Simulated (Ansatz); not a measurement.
Gas-phase reaction in SMILES: NC=O → NC=O as triplet, charge 0 (to the triplet)

Wanted: adiabatic triplet-singlet gap, E(triplet) - E(singlet) (0 K, with zero-point energies), in eV. Conventions: open shells spin-unrestricted; valence correlation only; LANL2DZ all-electron up to Ne; non-relativistic; 6-31G* and kin with 6d, 5d where marked; spin-orbit terms left out; no dispersion term unless named. First-principles rows: single points at B3LYP-D3(BJ) geometries (Ansatz, a first-principles code), with unscaled harmonic terms from B3LYP/6-31G* at its own minima. Levels can end on unlike triplets.

```
level                            program  adiabatic triplet-singlet gap, E(triplet) - E(singlet) (0 K, with zero-point energies) (eV)
------------------------  --------------  -------------------------------------------------------------------------------------------
HF/STO-3G                         Ansatz                                                                                         1.47
PBE/STO-3G                        Ansatz                                                                                         3.03
PBE/def2-SVP                      Ansatz                                                                                         3.81
B3LYP/LANL2DZ                     Ansatz                                                                                         3.63
B3LYP/6-31G*                      Ansatz                                                                                         3.78
B3LYP/6-31G**                     Ansatz                                                                                         3.78
B3LYP/def2-TZVPD                  Ansatz                                                                                         3.82
B2PLYP-D3(BJ)/def2-TZVPD  Ansatz + dftd3                                                                                         4.05
```

No value to compare with is used here. The 6 habitual levels span 1.47 (HF/STO-3G) to 3.81 eV (PBE/def2-SVP); B2PLYP-D3(BJ)/def2-TZVPD gives 4.05.

The levels are drawn from those run, B3LYP/6-31G* more often than the rest, none by its result; runs whose electronic state is in doubt are left out.
